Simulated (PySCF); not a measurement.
methyl formate (C₂H₄O₂), SMILES O(C=O)C.

Geometry optimised at ωB97X-D3(BJ)/def2-SVP. One conformer was computed; it need not be the lowest.

All values below come from TDDFT-PBE/def2-SVPD in PySCF.

Vertical excitations. Isolated molecule, no solvent. State labels are in the subgroup Cs.

```csv
state,symmetry,energy (eV),λ (nm),f,main pairs
S1,A",5.70,218,0.002,HOMO→LUMO 100 %
S2,A',6.92,179,0.002,HOMO→LUMO+1 96 %
S3,A',7.41,167,0.056,"HOMO−1→LUMO 66 %, HOMO→LUMO+2 14 %, HOMO→LUMO+3 11 %"
S4,A',7.68,162,0.069,HOMO→LUMO+2 82 %
S5,A",7.70,161,0.000,HOMO−2→LUMO 99 %
S6,A",7.79,159,0.014,HOMO−1→LUMO+1 100 %
S7,A',8.07,154,0.128,"HOMO→LUMO+3 77 %, HOMO−1→LUMO 12 %"
S8,A',8.37,148,0.033,HOMO→LUMO+4 97 %
S9,A",8.48,146,0.010,HOMO−1→LUMO+2 98 %
S10,A",8.56,145,0.006,HOMO→LUMO+5 100 %
T1,A",5.12,242,0,HOMO→LUMO 100 %
T2,A',5.77,215,0,HOMO−1→LUMO 98 %
T3,A',6.84,181,0,HOMO→LUMO+1 99 %
T4,A",7.30,170,0,HOMO−2→LUMO 99 %
```
Triplets are in the Tamm–Dancoff approximation, which puts them higher than full response would, so one can lie above its singlet here.
